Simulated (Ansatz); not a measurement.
The cation of CH2N2, SMILES `N=C=N` at the neutral geometry.

```yaml
crystal:
  periodic: [false, false, false]
  atoms:
    - {symbol: N, position_ang: [-1.211747, -0.218193, -0.051266]}
    - {symbol: C, position_ang: [0.002652, -0.150372, -0.091018]}
    - {symbol: N, position_ang: [1.208470, -0.241367, -0.227648]}
    - {symbol: H, position_ang: [-1.762822, 0.608214, -0.234881]}
    - {symbol: H, position_ang: [1.813347, -0.071983, 0.563415]}
basis:
  gaussian: {orbitals: def2-TZVPP}
total_charge: 1
magnetization: {spin_polarized: true, initial_magnetization: 1}
hamiltonian: {xc: pbe, dispersion: d4}
```

```sh
$ ansatz run in.yaml --threads 4 --pin off --events-out ev --progress --plain --max-ram 10444MiB
```

It prints (some lines left out):

```
Functional definition: PBE
608 factors; their error is unknown
mean field evaluation 1: about -4024.8393 eV, gradient 5.2e1 eV
mean field evaluation 2: about -4018.6929 eV, gradient 6.2e1 eV
mean field evaluation 4: about -4034.6957 eV, gradient 7.7e0 eV
mean field evaluation 8: about -4034.9415 eV, gradient 2.1e-1 eV
mean field evaluation 16: about -4034.9416 eV, gradient 2.3e-5 eV
mean field -4034.96211445 eV, -148.2821227105 hartree, gradient 1.9e-6 eV, S^2 0.764135; 3 other end points of the search recorded, 0 dependent functions left out
reference -4034.96214016 eV, -148.2821236553 hartree; 11, 10 occupied and 110, 111 virtual orbitals, 608 factors
Total energy: -4035.00322796 eV, -148.2836336042 hartree
```

Run time 4.3 s (4 threads of an Arm Neoverse N1 on a shared host); peak host memory 0.23 GiB.
